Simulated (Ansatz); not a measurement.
C$_{2}$H$_{5}$OS (`[CH2]S(C)=O`) radical at its PBE0-D4/def2-TZVP geometry, where that method's forces vanish. The species carries charge 0 and has multiplicity 2.

```xyz
9

C    -1.1384    0.6526    0.6964
S     0.5554    0.4240    0.6193
C     0.6602   -0.4931   -0.9309
O     1.0303   -0.4479    1.7091
H    -1.5718    0.6781    1.6883
H    -1.6152    1.1831   -0.1198
H     0.2093    0.0961   -1.7302
H     0.1492   -1.4470   -0.8042
H     1.7210   -0.6459   -1.1279
```

Question: What forces (eV/Å) does PBE-D4/def2-TZVPP give on these atoms in Ansatz 0.2.0? (An estimate is asked.)

Answer: Ansatz gave: 
```
C1   0.010 -0.024 -0.083
S2  -0.372  0.515 -0.265
C3   0.073 -0.060 -0.235
O4   0.453 -0.494  0.724
H5  -0.082  0.029  0.201
H6  -0.098  0.132 -0.159
H7  -0.089  0.105 -0.166
H8  -0.113 -0.174  0.039
H9   0.219 -0.030 -0.056
```
